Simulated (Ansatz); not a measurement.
Basis-set extrapolation for `CNC(O)S` (PBE0-D4/def2-TZVP geometry, frozen core, Ansatz). Multiplicity 1, RHF reference.

```tsv
	def2-TZVPP	def2-QZVPP
HF	-606.732980	-606.754394
MP2 correlation	-0.979726	-1.052520
CCSD(T) correlation	-1.065482	not run
```

Energies in hartree. Use E(X) = E(∞) + A·exp(−7.88·√X) for Hartree–Fock and E(X) = E(∞) + B·X^(−2.97) for correlation, with X = 3 and 4, and add CCSD(T) minus MP2 of the smaller set to the MP2 limit.

What is the CCSD(T) energy at the basis-set limit?

HF limit: -606.754394 + (-0.021414) × 0.13774 = -606.75734. MP2 limit: -1.052520 + (-0.072794) × 0.74074 = -1.10644. Higher-order term: -1.065482 − (-0.979726) = -0.08576. Total: -607.94954 hartree, 94.8 kcal/mol below CCSD(T)/def2-TZVPP.
